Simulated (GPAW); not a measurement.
# SiPH3Cl (SMILES P[SiH]Cl): a first try and a second

Wanted: the charge distribution of SiPH3Cl, USVWN5/plane waves (scalar-relativistic datasets, plane-wave cutoff 600 eV).

Program for the calculation: GPAW 26.7.0.

## 1. The structure to begin with

SiPH3Cl has 6 atoms, charge 0, and is taken as a doublet. As SMILES, `P[SiH]Cl`. The coordinates come from a GFN2-xTB relaxation. This is one conformer, not always the lowest.

Bond lengths: P1–Si2 2.239 Å, Si2–Cl3 2.032 Å, P1–H4 1.386 Å, P1–H5 1.384 Å, Si2–H6 1.470 Å. Angles: P1–Si2–Cl3 109.3°, P1–Si2–H6 109.1°, Cl3–Si2–H6 106.1°, Si2–P1–H4 96.3°, Si2–P1–H5 95.0°, H4–P1–H5 92.9°.

## 2. First attempt

sp.py reads:

```python
import numpy as np
from ase import Atoms
from ase.units import Debye
from gpaw import GPAW, PW, setup_paths
from gpaw.atom.configurations import parameters
from gpaw.atom.generator import Generator

mol = Atoms('PSiClHHH',
    positions=[[ -0.786353,   0.641751,  -2.171976],
               [  0.685819,  -0.249557,   1.693043],
               [  2.745885,  -3.487697,   1.550520],
               [ -2.673622,  -1.175599,  -2.185846],
               [ -2.418320,   2.520554,  -1.364552],
               [  2.446553,   1.750548,   2.478810]])
mol.center(vacuum=4.5)
mol.set_initial_magnetic_moments([1 / len(mol)] * len(mol))

for symbol in ['Cl', 'H', 'P', 'Si']:
    Generator(symbol, xcname='LDA_X+LDA_C_VWN', scalarrel=True, nofiles=True, txt=None).run(**parameters[symbol])
setup_paths.insert(0, '.')

dft = GPAW(mode={'name': 'pw', 'ecut': 600},
           xc='LDA_X+LDA_C_VWN',
           occupations={'name': 'fermi-dirac', 'width': 0.0, 'fixmagmom': True},
           maxiter=70,
           txt='mol.txt')
mol.calc = dft

energy = mol.get_potential_energy()
print(f'Energy: {energy:.5f} eV')
forces = mol.get_forces()
print('Forces (eV/Ang)')
for symbol, f in zip(mol.symbols, forces):
    print(f'{symbol:2} {f[0]:9.4f} {f[1]:9.4f} {f[2]:9.4f}')
dipole = mol.get_dipole_moment() / Debye
print(f'Dipole = {np.linalg.norm(dipole):.3f} D')
```

Command:

```console
$ python sp.py
```

The log of the run:

```text
Energy: -9.12843 eV
Forces (eV/Ang)
P    -2.1573   -0.0148    0.7801
Si    1.5398    0.4263    0.1659
Cl   -0.5686    0.9179    0.0394
H     1.2178    1.1929    0.0252
H     1.0643   -1.2506   -0.5173
H    -1.0960   -1.2720   -0.4935
Dipole = 6.718 D
```

mol.txt:

```text
__  _  _
 | _ |_)|_||  |
 |__||  | ||/\| - 26.7.0

units:  Angstrom and eV
cores:  1
OpenMP: False

Versions:
  Python: 3.12.14
  ASE:    3.29.0
  Numpy:  2.5.5
  Scipy:  1.18.1
  Libxc:  7.0.0

        _gpaw.cpython-312-x86_64-linux-gnu.so

Input parameters:
  mode=PW(ecut=600),
  maxiter=70,
  occupations=Occupations(name='fermi-dirac', width=0.0, fixmagmom=True),
  xc=XC(name='LDA_X+LDA_C_VWN')

Diagonalizing LCAO Hamiltonian
Converting LCAO to pw mode
          .----------------------------------.
         /|                                  |
        / |                                  |
       /  |                                  |
      /   |                                  |
     /    |                                  |
    /     |                                  |
   /      |                                  |
  /       |                                  |
 *        |                   H              |
 |        |                                  |
 |        |              Si                  |
 |        |                                  |
 |        |        H        Cl               |
 |        |                                  |
[... 44 lines left out ...]
|   |                                coordinates |     weight |
[... 129 lines left out ...]
Reference energy: -29687.259872  # eV
[... 3 lines left out ...]
  Converge bands: occupied
[... 12 lines left out ...]
  Fourier metric: weight=20.0, sigma=0.015
[... 13 lines left out ...]
convergence criteria:
- Maximum [total energy] change in last 3 cyles: 0.0005 eV / valence electron
[... 13 lines left out ...]
Converged in 36 steps
[... 12 lines left out ...]
  Free energy:      -9.128426
[... 2 lines left out ...]
dipole moment: (-0.947146, 1.011507, -0.190422)  # |e|*Ang
[... 10 lines left out ...]
| 0.000000 | 0.000000 | -0.147626 |  # H    4
| 0.000000 | 0.000000 |  0.097815 |  # H    5

Fermi levels: -5.447, -5.997
Eigenvalues  # (at kpt = [0.000, 0.000, 0.000])
| band index |      eig [eV] | occ [0-1] |      eig [eV] | occ [0-1] |
|------------|---------------|-----------|---------------|-----------|
|          0 |       -18.274 |     1.000 |       -17.908 |     1.000 |
|        ... |               |           |               |           |
|          2 |       -12.332 |     1.000 |       -12.860 |     1.000 |
|          3 |        -7.147 |     1.000 |        -7.515 |     1.000 |
|          4 |        -7.101 |     1.000 |        -7.407 |     1.000 |
[... 9 lines of this table left out ...]
|         14 |        -4.214 |     0.000 |        -4.100 |     0.000 |

Gap: 0.164 eV
Transition (v -> c):
  (s=1, k=0, n=10, [0.00, 0.00, 0.00]) -> (s=0, k=0, n=10, [0.00, 0.00, 0.00])
No difference between direct/indirect transitions
vacuum-level: 0.299  # V

Forces  # eV/Ang
|        x |        y |        z |
|----------|----------|----------|
| -2.15728 | -0.01477 |  0.78006 |  # P    0
|  1.53980 |  0.42631 |  0.16586 |  # Si   1
| -0.56863 |  0.91793 |  0.03943 |  # Cl   2
|  1.21778 |  1.19288 |  0.02521 |  # H    3
|  1.06428 | -1.25060 | -0.51733 |  # H    4
| -1.09597 | -1.27195 | -0.49350 |  # H    5

Force computation time: 2.874  # s

timing:  # [seconds]
  Total:  253.785  # ━━━━━━━━━━━━━━━━━━━━━━━━━━━━━━━━━━━━━━━━━━━━━━━━━━━━━━━━
  Init:     7.895  # ━╸
  SCF:    240.633  # ━━━━━━━━━━━━━━━━━━━━━━━━━━━━━━━━━━━━━━━━━━━━━━━━━━━━━
  Forces:   2.874  # ╸

Max RSS: 1709.359  # MiB
```

It took 4.3 min on 1 thread of Intel Xeon Platinum 8375C at 2.90GHz (Ice Lake), shared host; peak memory 1.7 GiB.

## 3. What went wrong

The run finished; that doesn't make the result usable.

The fault: numbers in bohr are read as ångström, which stretches the molecule by 1.89. As the program read them, the closest atoms are 2.62 Å apart, against 1.38 Å in the sound input.

## 4. The mended input

sp.py reads:

```python
import numpy as np
from ase import Atoms
from ase.units import Debye
from gpaw import GPAW, PW, setup_paths
from gpaw.atom.configurations import parameters
from gpaw.atom.generator import Generator
from gpaw.hyperfine import hyperfine_parameters

# Structure
atoms = Atoms('PSiClHHH',
    positions=[[ -0.416120,   0.339600,  -1.149360],
               [  0.362920,  -0.132060,   0.895920],
               [  1.453060,  -1.845610,   0.820500],
               [ -1.414820,  -0.622100,  -1.156700],
               [ -1.279720,   1.333820,  -0.722090],
               [  1.294660,   0.926350,   1.311730]])
atoms.center(vacuum=4.5)
atoms.set_initial_magnetic_moments([1 / len(atoms)] * len(atoms))

# No datasets are shipped for this functional: make them
for symbol in ['Cl', 'H', 'P', 'Si']:
    Generator(symbol, xcname='LDA_X+LDA_C_VWN', scalarrel=True, nofiles=True, txt=None).run(**parameters[symbol])
setup_paths.insert(0, '.')

# GPAW settings
calculator = GPAW(mode=PW(600),
                  xc='LDA_X+LDA_C_VWN',
                  occupations={'name': 'fermi-dirac', 'width': 0.0, 'fixmagmom': True},
                  maxiter=120,
                  symmetry='off',
                  txt='ClH3PSi.txt')
atoms.calc = calculator

energy = atoms.get_potential_energy()
print(f'Energy: {energy:.5f} eV')
forces = atoms.get_forces()
print('Forces (eV/Ang)')
for symbol, f in zip(atoms.symbols, forces):
    print(f'{symbol:2} {f[0]:9.4f} {f[1]:9.4f} {f[2]:9.4f}')
dipole = atoms.get_dipole_moment() / Debye
print(f'Dipole                  {np.linalg.norm(dipole):.3f} D')
print('Moments:', atoms.get_magnetic_moments().round(3))

A_avv = hyperfine_parameters(calculator)
for symbol, A_vv in zip(atoms.symbols, A_avv):
    print(symbol, (np.linalg.eigvalsh(A_vv) * 1e6).round(4), 'ueV, to be multiplied by the nuclear g-factor')
```

Command:

```console
$ python sp.py > sp.log
```

The log of the run:

```text
Energy: -23.77299 eV
Forces (eV/Ang)
P     1.3718   -0.0884   -0.4442
Si   -0.7962    0.0067   -0.0327
Cl    0.2783   -0.4387   -0.0859
H    -0.6501   -0.7247    0.0410
H    -0.5889    0.7789    0.4063
H     0.3849    0.4655    0.1151
Dipole                  1.417 D
Moments: [0.062 0.251 0.042 0.005 0.001 0.015]
P [-0.1185 -0.111   0.2206] ueV, to be multiplied by the nuclear g-factor
Si [1.8123 1.8132 2.5644] ueV, to be multiplied by the nuclear g-factor
Cl [-0.0484 -0.0408  0.3585] ueV, to be multiplied by the nuclear g-factor
H [0.0158 0.0184 0.0225] ueV, to be multiplied by the nuclear g-factor
H [0.0003 0.0036 0.0066] ueV, to be multiplied by the nuclear g-factor
H [0.0527 0.0589 0.0642] ueV, to be multiplied by the nuclear g-factor
```

ClH3PSi.txt:

```text
__  _  _
 | _ |_)|_||  |
 |__||  | ||/\| - 26.7.0

units:  Angstrom and eV
cores:  1
OpenMP: False

Versions:
  Python: 3.12.14
  ASE:    3.29.0
  Numpy:  2.5.5
  Scipy:  1.18.1
  Libxc:  7.0.0

        _gpaw.cpython-312-x86_64-linux-gnu.so

Input parameters:
  mode=PW(ecut=600.0),
  maxiter=120,
  occupations=Occupations(name='fermi-dirac', width=0.0, fixmagmom=True),
  symmetry=Symmetry(point_group=False, time_reversal=False),
  xc=XC(name='LDA_X+LDA_C_VWN')

Diagonalizing LCAO Hamiltonian
Converting LCAO to pw mode
        .----------------------------.
       /|                            |
      / |                            |
     /  |                            |
    /   |                            |
   /    |                            |
  /     |                            |
 *      |                            |
 |      |              H             |
 |      |           Si               |
 |      |                            |
 |      |        H    Cl             |
 |      |      H  P                  |
 |      |                            |
[... 40 lines left out ...]
|   |                                coordinates |     weight |
[... 129 lines left out ...]
Reference energy: -29687.259872  # eV
[... 3 lines left out ...]
  Converge bands: occupied
[... 12 lines left out ...]
  Fourier metric: weight=20.0, sigma=0.015
[... 13 lines left out ...]
convergence criteria:
- Maximum [total energy] change in last 3 cyles: 0.0005 eV / valence electron
[... 13 lines left out ...]
Converged in 11 steps
[... 12 lines left out ...]
  Free energy:     -23.772986
[... 2 lines left out ...]
dipole moment: (-0.225310, 0.189060, -0.023918)  # |e|*Ang
[... 10 lines left out ...]
| 0.000000 | 0.000000 | 0.000934 |  # H    4
| 0.000000 | 0.000000 | 0.014539 |  # H    5

Fermi levels: -2.322, -4.072
Eigenvalues  # (at kpt = [0.000, 0.000, 0.000])
| band index |      eig [eV] | occ [0-1] |      eig [eV] | occ [0-1] |
|------------|---------------|-----------|---------------|-----------|
|          0 |       -20.651 |     1.000 |       -20.560 |     1.000 |
|        ... |               |           |               |           |
|          2 |       -12.568 |     1.000 |       -12.288 |     1.000 |
|          3 |        -9.978 |     1.000 |        -9.887 |     1.000 |
|          4 |        -9.228 |     1.000 |        -9.103 |     1.000 |
[... 9 lines of this table left out ...]
|         14 |         0.292 |     0.000 |         0.513 |     0.000 |

Gap: 2.525 eV
Transition (v -> c):
  (s=1, k=0, n=9, [0.00, 0.00, 0.00]) -> (s=0, k=0, n=10, [0.00, 0.00, 0.00])
No difference between direct/indirect transitions
vacuum-level: 0.398  # V

Forces  # eV/Ang
|        x |        y |        z |
|----------|----------|----------|
|  1.37182 | -0.08843 | -0.44421 |  # P    0
| -0.79617 |  0.00668 | -0.03271 |  # Si   1
|  0.27833 | -0.43871 | -0.08588 |  # Cl   2
| -0.65008 | -0.72470 |  0.04100 |  # H    3
| -0.58893 |  0.77890 |  0.40627 |  # H    4
|  0.38491 |  0.46549 |  0.11508 |  # H    5

Force computation time: 1.736  # s

timing:  # [seconds]
  Total:  45.601  # ━━━━━━━━━━━━━━━━━━━━━━━━━━━━━━━━━━━━━━━━━━━━━━━━━━━━━━━━━
  Init:    4.391  # ━━━━━╸
  SCF:    35.673  # ━━━━━━━━━━━━━━━━━━━━━━━━━━━━━━━━━━━━━━━━━━━━╸
  Forces:  1.736  # ━━

Max RSS: 1037.086  # MiB
```

It took 46 s on 1 thread of Intel Xeon Platinum 8375C at 2.90GHz (Ice Lake), shared host; peak memory 1 GiB.

## 5. Summary of results

At USVWN5/plane waves (scalar-relativistic datasets, plane-wave cutoff 600 eV):

```
                                              quantity        value
energy as printed (from the program's reference atoms)  -23.7730 eV
                                         dipole moment       1.42 D
                   HOMO energy (from the vacuum level)     -4.96 eV
                   LUMO energy (from the vacuum level)     -3.98 eV
                              largest force on an atom   1.445 eV/Å
```

In words: The first attempt's energy was +14.645 eV off this one. The largest force is 1.44 eV/Å: the shape isn't a stationary point for this species at this level.
